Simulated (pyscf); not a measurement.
## Routes from `[FH]` + `[F][CH][C]([F])([F])[F]` [doublet]

Candidate steps break at most two bonds and form at most two. Each was searched with GFN2-xTB (tblite) first. PySCF, gas phase, ωB97X-D3(BJ)/def2-SVP geometries. Energies: ωB97M-D3(BJ)/def2-TZVP, kJ/mol, from the separated reactants, doublet surface; ΔG‡ with ideal gas, 1 atm, RRHO with modes under 100 cm⁻¹ raised to 100, one conformer, R ln 2 for chiral ones without a mode under 150 cm⁻¹.

```json
[
 {"products": "F–CH(F)–C(F)(F)–F + H•", "type": "atom transfer", "ΔE‡": "220.0", "ΔE": "+73.4", "ΔG‡ 298 K": "250.3", "ΔG‡ 900 K": "336.5", "ν‡ (cm⁻¹)": "2032i"},
 {"products": "F–CH₂–F + F–C•(F)–F", "type": "concerted two-bond exchange", "ΔE‡": "230.1", "ΔE": "+35.2", "ΔG‡ 298 K": "275.3", "ΔG‡ 900 K": "362.6", "ν‡ (cm⁻¹)": "1131i"}
]
```

Plain bond fissions and candidates not yet searched are not listed, and one of them may be faster. Each barrier is that of the saddle found; lower ones may exist.
